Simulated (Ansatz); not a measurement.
## Ansatz (development build ahead of 0.2.0) run

```yaml
crystal:
  periodic: [false, false, false]
  atoms:
    - { symbol: F, position_ang: [0.03169, 0.22485, -1.17315] }
    - { symbol: C, position_ang: [0.03429, -0.33396, 0.06464] }
    - { symbol: O, position_ang: [0.0362, 0.17838, 1.07418] }
basis:
  gaussian: { orbitals: def2-SVP }
magnetization:
  initial_magnetization: 1
hamiltonian:
  xc: hf
correlation:
  method: ccsd_t
  frozen_orbitals: { C: 1, F: 1, O: 1 }
scf:
  omitted_lower_state_checks: [starts, atomic_configurations, cluster_reference, orbital_swaps, given_window_search, neighbouring_geometries, increment]
```

The input is written out in the form of the current development build from the run's settings. Correlation on restricted open-shell orbitals is semicanonical, with singles.

The run gave:

| Item | Value |
| --- | --- |
| Converged | yes |
| Reference energy | -211.93527 hartree |
| Correlation energy | -0.49488 hartree |
| Total energy | -212.43015 hartree |
| Stability test | minimum among restricted orbitals |
